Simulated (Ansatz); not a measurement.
```yaml
crystal:
  periodic: [false, false, false]
  atoms:
    - {symbol: Cr, position_ang: [0.009509, 0.000342, -0.316053]}
    - {symbol: N, position_ang: [-0.026999, 1.369112, 0.587830]}
    - {symbol: N, position_ang: [-0.008300, -1.370380, 0.585432]}
basis:
  gaussian: {orbitals: def2-TZVP}
magnetization: {spin_polarized: true, initial_magnetization: 2}
hamiltonian: {xc: pbe0}
relax: {f_tol: 0.004, max_steps: 80}
```

```sh
$ ansatz run in.yaml --threads 1 --pin off --events-out ev --progress --plain --max-ram 2176MiB
```

Steps of the relaxation (energy above the last step; positions in Å, forces in eV/Å):

```
3
step 1, 269.7 meV
Cr    0.010    0.000   -0.316   -0.028   -0.001    0.941
N    -0.027    1.369    0.588    0.026   -1.696   -0.472
N    -0.008   -1.370    0.585    0.003    1.697   -0.469
```

```
3
step 2, 146.0 meV
Cr    0.010    0.000   -0.340   -0.030   -0.001    1.009
N    -0.027    1.319    0.600    0.025   -1.452   -0.506
N    -0.009   -1.320    0.598    0.005    1.453   -0.503
```

```
3
step 3, 907.4 meV
Cr    0.010    0.000   -0.316    0.320    0.011  -10.622
N    -0.025    1.128    0.588   -0.201    6.072    5.316
N    -0.010   -1.129    0.586   -0.118   -6.084    5.306
```

```
3
step 4, 6.6 meV
Cr    0.011    0.000   -0.376   -0.010    0.000    0.330
N    -0.027    1.227    0.618    0.008   -0.380   -0.165
N    -0.010   -1.229    0.615    0.002    0.380   -0.165
```

```
3
step 8, 0.0 meV
Cr    0.012    0.000   -0.384    0.000    0.000    0.000
N    -0.027    1.205    0.622    0.000    0.000    0.000
N    -0.010   -1.206    0.619    0.000    0.000    0.000
```

Close pairs at the end: Cr1–N2 1.569 Å, Cr1–N3 1.569 Å.

A stationary point of unrestricted PBE0 after 8 steps, with ⟨S²⟩ = 2.101 against 2.00 for a pure state; no frequencies were run, so it isn't proven a minimum. 2.3 min on 1 thread of Intel Xeon Platinum 8375C, shared host.
